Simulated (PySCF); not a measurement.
Job for PySCF: R-MP2/6-31G* on C2H9NO (a complex).

```python
from pyscf import gto, scf, dft, mp
from pyscf.data.elements import chemcore

mol = gto.M(
    atom='''
    N    -1.79758771   -0.43089644   -0.58432578
    H    -0.80718871   -0.64311144   -0.61239878
    H    -2.27257571   -1.32044344   -0.50749078
    C    -2.07991871    0.37085556    0.60390822
    H    -3.14576371    0.58516356    0.65369622
    H    -1.78492671   -0.08280544    1.55588022
    H    -1.56714271    1.32727656    0.51948022
    O     1.66800029   -0.40709844   -0.50049778
    H     1.95002629   -0.03714944   -1.34036178
    C     2.05391429    0.50448556    0.51893822
    H     1.73073129    0.07485356    1.46200522
    H     3.13496929    0.64356956    0.55797822
    H     1.57543929    1.47808356    0.40376122
    ''',
    basis='6-31g*',
    cart=True,
    charge=0, spin=0, verbose=3, max_memory=1800)
mf = scf.RHF(mol)
mf.conv_tol = 1e-8
mf.max_cycle = 100
mf.kernel()
if not mf.converged:
    mf = mf.newton().run(mf.mo_coeff, mf.mo_occ)
pt = mp.MP2(mf, frozen=chemcore(mol)).run()
```

It printed:

```
converged SCF energy = -210.248254801176
E(RMP2) = -210.858527135517  E_corr = -0.610272334340761
E(SCS-RMP2) = -210.853960570185  E_corr = -0.605705769008923
```

The run converged.

Cost: very roughly 1.2 core-seconds.
